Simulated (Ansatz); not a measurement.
**Nb₂P₅ (Pnma)**

The calculation used DFT r2SCAN, scalar-relativistic, plane waves, PAW (Ansatz 0.2.0).

Plane waves to 500 eV, a k mesh through Γ of 2×10×6 on the computed 28-atom cell and Gaussian smearing (0.10 eV); no spin polarisation.

The structure is relaxed at this level of theory with its symmetry kept. Whether it is the stable form of this composition wasn't checked.

```
Nb P
1.0
    16.73507    0.00000    0.00000
     0.00000    3.38485    0.00000
     0.00000    0.00000    7.91662
Nb P
8 20
Direct
  0.77348 0.25000 0.32645
  0.22652 0.75000 0.67355
  0.72652 0.75000 0.82645
  0.27348 0.25000 0.17355
  0.59510 0.25000 0.33523
  0.40490 0.75000 0.66477
  0.90490 0.75000 0.83523
  0.09510 0.25000 0.16477
  0.68513 0.75000 0.15314
  0.31487 0.25000 0.84686
  0.81487 0.25000 0.65314
  0.18513 0.75000 0.34686
  0.81515 0.25000 0.00262
  0.18485 0.75000 0.99738
  0.68485 0.75000 0.50262
  0.31515 0.25000 0.49738
  0.04023 0.25000 0.46258
  0.95977 0.75000 0.53742
  0.45977 0.75000 0.96258
  0.54023 0.25000 0.03742
  0.38453 0.75000 0.18438
  0.61547 0.25000 0.81562
  0.11547 0.25000 0.68438
  0.88453 0.75000 0.31562
  0.97784 0.75000 0.12025
  0.02216 0.25000 0.87975
  0.52216 0.25000 0.62025
  0.47784 0.75000 0.37975
```

```json
{
  "Space group": "Pnma (No. 62)",
  "Volume per atom": "16.02 Å³",
  "Formation energy from the elements' standard states (uncorrected)": "-0.643 eV/atom",
  "Generalised Kohn–Sham band gap": "none (metal)",
  "Density of states at the Fermi level": "15.07 states/eV per cell",
  "Löwdin character within 0.5 eV of the Fermi level": "Nb 4d 56 %, P 3p 31 %, unprojected 5 %"
}
```

Cost: 1 run of about 19 core-minutes, on Oxide Virtual Turin-like Processor (Zen 5) (shared hosts).